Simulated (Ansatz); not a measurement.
Molecule: C4H10O (charge 0, singlet). SMILES: COC(C)C
Geometry from a B3LYP-D3(BJ)/def2-TZVP (Ansatz, a quantum-chemistry and plane-wave program) optimisation:
```xyz
15

C     -0.1469     1.5674     0.1858
C     -0.4585     0.0755     0.2483
C     -1.7711    -0.2620    -0.4354
O      0.5451    -0.7063    -0.3968
C      1.7693    -0.7879     0.2970
H      0.7860     1.8099     0.6955
H     -0.9432     2.1408     0.6641
H     -0.0656     1.8890    -0.8545
H     -0.5108    -0.2339     1.3034
H     -1.7280     0.0185    -1.4896
H     -1.9690    -1.3321    -0.3733
H     -2.5977     0.2754     0.0320
H      2.3021     0.1694     0.3228
H      2.3875    -1.5139    -0.2296
H      1.6207    -1.1310     1.3296
```
Charge 0, spin multiplicity 1.

B3LYP/6-31G* beside other levels, property by property. Set-up: no dispersion term unless named; UHF or UKS for open shells; 6-31G* and kin with 6d, 5d where marked; spin-orbit terms left out; non-relativistic; each state is the SCF solution reached for its charge and spin; frozen cores in correlated levels; atomisation electronic, to ground-state atoms. CBS(X,Y): correlation extrapolated as X^-3; Hartree-Fock from the larger set. The bracket is a focal-point correction in the basis named. First-principles rows: single points at B3LYP-D3(BJ) geometries (Ansatz), with unscaled harmonic terms from B3LYP/6-31G* at its own minima, enthalpies of formation by atomisation with measured atoms. Levels can end on unlike triplets.

Measured values: CRC Handbook, as tabulated in the package chemicals; CRC Handbook, as tabulated in the package chemicals; G2/97 table in ASE (Curtiss et al.); they hold spin-orbit and core effects, anharmonicity and other conformers. For COC(C)C (enthalpy of formation at 298 K) the tabulated value and CCSD(T)/CBS(cc-pVTZ,cc-pVQZ) (Ansatz) part by 3.2 kcal/mol: another conformer or state, missing terms or a fault of the table's entry are possible. Coupled cluster (Ansatz) is a level with limits of its own, used here on species with T1 under 0.025 (0.045 for open shells) and stable references: (a) RI-MP2/CBS(cc-pVTZ,cc-pVQZ)+[CCSD(T)-MP2]/cc-pVDZ; (b) RI-MP2/CBS(aug-cc-pVTZ,aug-cc-pVQZ)+[CCSD(T)-MP2]/aug-cc-pVTZ; (c) CCSD(T)/CBS(cc-pVTZ,cc-pVQZ).

```csv
property,B3LYP/6-31G* (Ansatz),B3LYP/def2-TZVPD (Ansatz),PBE0/def2-TZVPD (Ansatz),wB97M-V/def2-TZVPD (Ansatz),to compare with
vertical ionisation energy to the doublet (eV),9.32,9.52,9.46,9.63,9.88 coupled cluster (b)
atomisation energy (kcal/mol),1388.2,1382.1,1391.3,1393.1,1390.9 coupled cluster (c)
"vertical triplet-singlet gap, E(triplet) - E(singlet) (eV)",7.93,6.56,6.60,7.03,6.88 coupled cluster (b)
"C-C bond dissociation enthalpy at 298 K, to [CH3] (CH3) + C[CH]OC (kcal/mol)",80.6,75.9,80.1,85.4,86.9 coupled cluster (a)
"C-O bond dissociation enthalpy at 298 K, to C[CH]C + C[O] (CH3O) (kcal/mol)",77.2,73.6,77.1,83.7,85.8 measured
enthalpy of formation at 298 K (kcal/mol),-54.3,-48.2,-57.4,-59.2,-60.2 measured
"C-O bond dissociation enthalpy at 298 K, to CC(C)[O] + [CH3] (CH3) (kcal/mol)",77.5,74.4,77.8,82.5,86.2 coupled cluster (a)
```

As the rows show:
- vertical ionisation energy to the doublet: B3LYP/6-31G* lies 0.56 eV below coupled cluster.
- atomisation energy: B3LYP/6-31G* lies 2.7 kcal/mol below coupled cluster.
- vertical triplet-singlet gap, E(triplet) - E(singlet): B3LYP/6-31G* lies 1.05 eV above coupled cluster.
- C-C bond dissociation enthalpy at 298 K, to [CH3] (CH3) + C[CH]OC: B3LYP/6-31G* lies 6.3 kcal/mol below coupled cluster.
- C-O bond dissociation enthalpy at 298 K, to C[CH]C + C[O] (CH3O): B3LYP/6-31G* lies 8.6 kcal/mol below the measured value.
- enthalpy of formation at 298 K: B3LYP/6-31G* lies 5.9 kcal/mol above the measured value.
- C-O bond dissociation enthalpy at 298 K, to CC(C)[O] + [CH3] (CH3): B3LYP/6-31G* lies 8.7 kcal/mol below coupled cluster.

The properties are those with a value to compare with, at most eight drawn at random. No case is left out for the size of its miss. Left out are saddle points of the reference geometry, anions that the best level run finds unbound, excited spin states, species near biochemistry, cases with under five habitual levels, runs that failed or whose electronic state is in doubt, and table entries that another table contradicts.
